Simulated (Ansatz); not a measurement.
**SiO₂+ (doublet): wave-function methods side by side, cc-pVDZ**

One table from this session's results is given with a row withheld; the runs are named, their logs left out.

The runs use Ansatz 0.2.0, Gaussian basis; cc-pVDZ, core rule «outside noble gas», up to 7 orbitals frozen.

The runs, in order: UHF; CCSD(T) on ROHF; CCSD(T) on UHF; BCCD(T) on ROHF; CISD; CCSDT(Q) on ROHF; CCSDT(Q) on UHF.

25 further runs of the same task are left out: 9 for a known fault of the program, 5 that didn't finish, 11 set aside as unsound or not needed.

**The geometry**

The geometry is a PBE0/def2-TZVP stationary point (not a proven minimum) of the parent state, kept for this charge and spin.

3 atoms, charge 1, spin multiplicity 2.

Atoms are counted from 1 here; the program's logs count them from 0.

Bond lengths: O1–O2 1.302 Å, O2–Si3 1.542 Å. Angles: O1–O2–Si3 180.0°.

The first run:

The input, in.yaml:

```yaml
crystal:
  periodic: [false, false, false]
  atoms:
    - {symbol: O, position_ang: [0.000000, 0.000000, -1.382200]}
    - {symbol: O, position_ang: [0.000000, 0.000000, -0.079800]}
    - {symbol: Si, position_ang: [0.000000, 0.000000, 1.462000]}
basis:
  gaussian: {orbitals: cc-pVDZ}
total_charge: 1
magnetization: {spin_polarized: true, initial_magnetization: 1}
hamiltonian: {xc: hf}
output: {orbitals: {seedname: orbitals}}
```

The run is started by

```bash
ansatz run in.yaml --threads 1 --pin off --events-out ev --progress --plain --max-ram 2393MiB
```

Among the steps run: UHF; CCSD(T) on ROHF; CCSD(T) on UHF; BCCD(T) on ROHF; CISD; CCSDT(Q) on ROHF; CCSDT(Q) on UHF.

One of the session's tables, all rows but one given; the rest of the session is left out.

It belongs to the step «Misses and costs». 

```
   method  from UCCSDT(Q) (kcal/mol)
     ROHF                    +271.04
      UHF                    +267.94
     RMP2                     +26.80
     UMP2                     +27.00
     CISD                     +36.48
    RCCSD                     +10.18
    UCCSD                     +10.14
 RCCSD(T)                      +1.89
 UCCSD(T)                      +1.90
  BCCD(T)                      +1.78
   RCCSDT                      +1.09
   UCCSDT                          ?
RCCSDT(Q)                      +0.21
UCCSDT(Q)                          0
```

Q: Estimate the row for UCCSDT from the others.

As computed: from UCCSDT(Q) (kcal/mol): +1.08. In the column «from UCCSDT(Q) (kcal/mol)» it lies between RCCSDT(Q) (+0.21) and RCCSDT (+1.09).

Caveats from the session: Restricted and unrestricted rows rest on different reference determinants; where their highest levels disagree by more than a few hundredths of an eV, they describe different states and don't form one ladder.
